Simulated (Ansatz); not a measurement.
Basis-set extrapolation for C3H7N (`C=NCC`) (PBE0-D4/def2-TZVP geometry, frozen core, the Gaussian-basis code of Ansatz). Multiplicity 1, RHF reference.

```
                      def2-TZVPP   def2-QZVPP
                 HF  -172.167435  -172.175649
    MP2 correlation    -0.716194    -0.762341
CCSD(T) correlation    -0.785165      not run
```

Energies in hartree. Use E(X) = E(∞) + A·exp(−7.88·√X) for Hartree–Fock and E(X) = E(∞) + B·X^(−2.97) for correlation, with X = 3 and 4, and add CCSD(T) minus MP2 of the smaller set to the MP2 limit.

**Question.** What is the CCSD(T) energy at the basis-set limit?

**Answer.** HF limit: -172.175649 + (-0.008214) × 0.13774 = -172.17678. MP2 limit: -0.762341 + (-0.046147) × 0.74074 = -0.79652. Higher-order term: -0.785165 − (-0.716194) = -0.06897. Total: -173.04227 hartree, 235.4 kJ/mol below CCSD(T)/def2-TZVPP.
